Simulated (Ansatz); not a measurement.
in.yaml

```yaml
crystal:
  periodic: [false, false, false]
  atoms:
    - {symbol: Si, position_ang: [0.000000, 0.000000, 0.000000]}
    - {symbol: Si, position_ang: [0.000000, 0.000000, 2.533000]}
basis:
  gaussian: {orbitals: cc-pVDZ}
magnetization: {spin_polarized: true, initial_magnetization: 2}
correlation: {method: ccsdt_q, electrons: outside_noble_gas}
accuracy: high
```

```sh
$ ansatz run in.yaml --threads 1 --pin off --events-out ev --progress --plain --max-ram 2393MiB
```

Output:

```
689 factors; integrals over basis functions are off by at most 3.1e-9 eV
mean field evaluation 1: about -15720.6586 eV, gradient 4.2e0 eV
mean field evaluation 2: about -15720.7502 eV, gradient 4.5e0 eV
mean field evaluation 4: about -15721.1120 eV, gradient 3.8e-1 eV
mean field evaluation 8: about -15721.1209 eV, gradient 3.7e-4 eV
mean field evaluation 16: about -15721.1210 eV, gradient 2.9e-3 eV
mean field evaluation 32: about -15721.1536 eV, gradient 3.5e-1 eV
mean field evaluation 64: about -15721.1804 eV, gradient 6.1e-2 eV
mean field evaluation 96: about -15720.9717 eV, gradient 2.9e-1 eV
mean field evaluation 128: about -15720.3099 eV, gradient 1.5e-2 eV
mean field evaluation 160: about -15720.3813 eV, gradient 4.4e-1 eV
...
cycle  17  -4.87686263 eV  change   -4.9e-8 eV  update   2.6e-7
cycle  18  -4.87686281 eV  change   -1.8e-7 eV  update   1.3e-7
cycle  19  -4.87686292 eV  change   -1.1e-7 eV  update   7.1e-8
cycle  20  -4.87686301 eV  change   -8.8e-8 eV  update   4.3e-8
cycle  21  -4.87686298 eV  change    2.5e-8 eV  update   4.1e-8
cycle  22  -4.87686300 eV  change   -1.6e-8 eV  update   1.8e-8
cycle  23  -4.87686299 eV  change    7.3e-9 eV  update   8.1e-9
cycle  24  -4.87686299 eV  change    2.2e-9 eV  update   3.4e-9
cycle  25  -4.87686299 eV  change    1.2e-9 eV  update   1.6e-9
cycle  26  -4.87686299 eV  change   9.3e-11 eV  update  6.5e-10
perturbative correction -0.02560336 eV, -0.0009409063 hartree
Total energy: -15726.02346330 eV, -577.9207027948 hartree
```

Ran on 1 thread of Arm Neoverse V1, shared host: 21 s wall, 0.17 GiB peak host memory.
